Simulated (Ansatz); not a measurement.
Cost and result up the ladder for the cluster C3H2 (5 atoms). Charge 0, multiplicity 1. Geometry: r2SCAN-D4/def2-TZVP.

```xyz
5

C     1.1058   -0.1518   -0.7076
C     0.1047    0.0895    0.0699
C    -0.6413    0.5486    1.0175
H     1.1167   -0.8046   -1.5730
H    -1.6859    0.3182    1.1933
```

Ansatz on 4 threads of AMD EPYC 9B45 on a shared host. Times are rough, and most runs start from the orbitals of an earlier one. No level here is sound enough to serve as a yardstick. Binding counts from free atoms at the same level (C triplet, H doublet; other spins of the atoms weren't run), without zero-point energy or a counterpoise term.

Correlated methods freeze 3 core orbitals. Another isomer (singlet) lies 1.26 eV lower at PBE0-D4/def2-TZVP; other spin states weren't run for this one.

Run but left out: HF/def2-TZVP, BHLYP-D4/def2-TZVP (restricted singlet, unstable in another Hartree–Fock run and untested here).

Correlated methods converge slowly with the basis.

```
                         level  functions  wall time
             PBE0-D4/def2-TZVP        105     0.25 s
PBE-D4/def2-TZVP (with forces)        105     0.25 s
           r2SCAN-D4/def2-TZVP        105     0.35 s
            CCSD(T)/def2-TZVPP        121      1.2 s
```

(1) Estimate what each level gives for the binding energy per atom (eV).

Answers

(1) 
```
                         level  binding energy per atom (eV)                                    remarks
             PBE0-D4/def2-TZVP                          4.30              restricted SCF unstable in HF
PBE-D4/def2-TZVP (with forces)                          4.47              restricted SCF unstable in HF
           r2SCAN-D4/def2-TZVP                          4.28              restricted SCF unstable in HF
            CCSD(T)/def2-TZVPP                          4.09  large T1 (0.030), restricted SCF unstable
```
